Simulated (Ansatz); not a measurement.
GeS (Pnma, No. 62) was calculated with HSE06 in Ansatz (plane waves, PAW).

Settings: plane-wave cutoff 460 eV, 2×6×6 k mesh (along the axes of the cell as run), Fermi–Dirac smearing 0.01 eV, scalar-relativistic PAW data made under PBE.

Computed at the level's own relaxed cell.

### Question
Give the computed band gap.

### Answer

* **band gap**: 1.70 eV (on the SCF k mesh) (direct)

Measured, for comparison: band gap 1.65 eV (room temperature, not corrected to a static lattice, our sources range from 1.58 to 1.65; as tabulated in Setten et al. (2017), arXiv:1709.07349).

Note: the cell comes from a level without a dispersion term, which matters for the spacing of layers, chains or molecules; the volume lies 7 % above that of the published cell; the cell has widely spaced layers and the level no dispersion term, so their spacing and the moduli can rest on weak binding.

Spin–orbit coupling is not included.

Ansatz is a quantum-chemistry and plane-wave program.
